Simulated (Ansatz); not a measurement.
# CH₄Si+ (quartet): the correlation ladder, cc-pVDZ

How much of the correlation energy of CH₄Si+ (quartet) does each wave-function method recover here?

Method: cc-pVDZ, core rule «outside noble gas», up to 6 orbitals frozen; program: Ansatz 0.2.0, Gaussian basis.

To be run: UHF; CCSD(T) on ROHF; CCSD(T) on UHF; BCCD(T) on ROHF; CISD; CCSDT(Q) on ROHF; CCSDT(Q) on UHF.

23 further runs of the same task are left out: 10 that didn't finish, 13 set aside as unsound or not needed.

### Step 1. The system

The geometry is a PBE0/def2-TZVP stationary point (not a proven minimum) of the parent state, kept for this charge and spin.

6 atoms, charge 1, spin multiplicity 4.

Atoms are counted from 1 here; the program's logs count them from 0.

Bond lengths: Si1–C2 1.808 Å, Si1–H3 1.490 Å, Si1–H4 1.488 Å, Si1–H5 1.488 Å, C2–H6 1.078 Å. Angles: C2–Si1–H3 110.7°, C2–Si1–H4 110.1°, C2–Si1–H5 110.1°, H3–Si1–H4 108.7°, H3–Si1–H5 108.7°, H4–Si1–H5 108.5°, Si1–C2–H6 159.0°.

### Step 2. UHF

Input file in.yaml:

```yaml
crystal:
  periodic: [false, false, false]
  atoms:
    - {symbol: Si, position_ang: [0.000000, 0.015493, 0.520743]}
    - {symbol: C, position_ang: [0.000000, -0.067882, -1.284914]}
    - {symbol: H, position_ang: [0.000009, 1.432439, 0.982077]}
    - {symbol: H, position_ang: [1.207154, -0.663745, 1.063509]}
    - {symbol: H, position_ang: [-1.207163, -0.663730, 1.063509]}
    - {symbol: H, position_ang: [0.000002, 0.272219, -2.308057]}
basis:
  gaussian: {orbitals: cc-pVDZ}
total_charge: 1
magnetization: {spin_polarized: true, initial_magnetization: 3}
hamiltonian: {xc: hf}
output: {orbitals: {seedname: orbitals}}
```

The run is started by

```bash
ansatz run in.yaml --threads 1 --pin off --events-out ev --progress --plain --max-ram 2393MiB
```

Further steps of the session: CCSD(T) on ROHF; CCSD(T) on UHF; BCCD(T) on ROHF; CISD; CCSDT(Q) on ROHF; CCSDT(Q) on UHF.

Before running them: what should the planned runs give, taken together? Wanted: UCCSDT(Q) below the RHF energy; RMP2 from UCCSDT(Q); UMP2 from UCCSDT(Q); RCCSD from UCCSDT(Q); RCCSD(T) from UCCSDT(Q); UCCSD(T) from UCCSDT(Q); RCCSDT(Q) from UCCSDT(Q); T1 diagnostic.

As calculated:

```
                         quantity                      value
   UCCSDT(Q) below the RHF energy                 -6.1159 eV
              RMP2 from UCCSDT(Q)                +1319.5 meV
              UMP2 from UCCSDT(Q)                +1357.6 meV
             RCCSD from UCCSDT(Q)                 +196.9 meV
          RCCSD(T) from UCCSDT(Q)                  +47.1 meV
          UCCSD(T) from UCCSDT(Q)                  +48.8 meV
         RCCSDT(Q) from UCCSDT(Q)                   +1.3 meV
levels within 1 kcal/mol (43 meV)  RCCSDT, UCCSDT, RCCSDT(Q)
                    T1 diagnostic                      0.041
```

In words: RCCSD(T) misses by +47.1 meV, 0.8 % of the correlation energy. Coupled cluster took another determinant than the lowest Hartree-Fock one. These misses are within one basis, not against nature; the frozen cores of restricted and unrestricted runs differ, which can shift their rows.
